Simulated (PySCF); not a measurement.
## Argon: a sound run and one with changed settings

Sound run: Ar [Ar], Ar⁺ [Ne] 3s2 3p5. All numbers are calculated (PySCF 2.14, the spin-free X2C one-electron Hamiltonian (Gaussian nucleus), in cc-pVTZ-DK (5s4p2d1f, 34 functions)). In the sound run the correlated levels freeze [Ne]. The sound run starts from symmetry-adapted Hartree-Fock orbitals and uses a fine grid where one is needed.

Changed run: basis STO-3G, all-electron and non-relativistic. This setting is unsound on purpose.

```tsv
species	method	sound run (hartree)	changed run (hartree)	converged
Ar	UHF	-528.62142	-521.22288	yes
Ar	M06-2X	-529.36606	-521.87620	yes
Ar	LDA	-527.73192	-520.19101	yes
Ar	MP2	-528.82753	-521.22288	yes
Ar⁺	UHF	-528.08649	-520.72694	yes
Ar⁺	M06-2X	-528.78658	-521.33329	yes
Ar⁺	LDA	-527.14469	-519.65111	yes
Ar⁺	MP2	-528.25189	-520.72694	yes
```

Ionisation energy of Ar:

```csv
method,sound run (eV),changed run (eV)
UHF,14.556,13.495
M06-2X,15.768,14.773
LDA,15.979,14.692
MP2,15.664,13.495
SCS-MP2,15.561,13.495
```

A minimal basis cannot let orbitals breathe on ionisation and holds almost no correlation. The Hamiltonian changed with the basis, so the totals do not compare.

For comparison, NIST gives 15.760 eV between the lowest levels.
